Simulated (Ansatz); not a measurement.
Zinc-blende CuCl, treated with HSE06 (PAW; Ansatz, a first-principles code).

The same calculation (at the measured cell, 19.836 Å³/atom) with different numerical settings:

| run | k mesh | gap on the mesh (eV) | total energy (eV/atom) |
|---|---|---|---|
| 1 | 4×4×4 | 2.381 | -3852.7701 |
| 2 | 6×6×6 | 2.373 | -3852.7739 |
| 3 | 8×8×8 | 2.372 | -3852.7740 |
| 4 | 10×10×10 | 2.372 | -3852.7740 |
| 5 | 12×12×12 | 2.372 | -3852.7740 |

In the column total energy (eV/atom) the first row differs from the last by +0.0039 and the next to last by 0.0000.

The last row is no converged limit: other settings stay fixed.
